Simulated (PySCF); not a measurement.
# Name the molecule from its bond curve

A diatomic of charge 0 contains O. Its triplet curve at PBE0 in a triple-zeta basis (no relativity, PySCF), in eV from the separated fragments:

R (Å), E (eV) and a bar:
```
    1.621     -1.605 ############################
    1.696     -2.034 ############
    1.772     -2.266 ####
    1.828     -2.348 #
    1.885     -2.370 
    1.942     -2.348 #
    2.017     -2.268 ####
    2.111     -2.114 #########
    2.224     -1.886 ##################
    2.375     -1.560 ##############################
```

The fit gives ωe = 632 cm⁻¹ and the rotational constant Bₑ = 0.4957 cm⁻¹.

Question: Which atom is the partner?

Answer: The minimum lies at 1.883 Å, so the reduced mass is 16.8576 u Å² cm⁻¹/(Bₑ·Re²) = 9.591 u. With O at 15.99 u the partner weighs about 24.0 u: Mg. The molecule is MgO.

The state was picked by a PBE0 search and need not be the measured ground state.
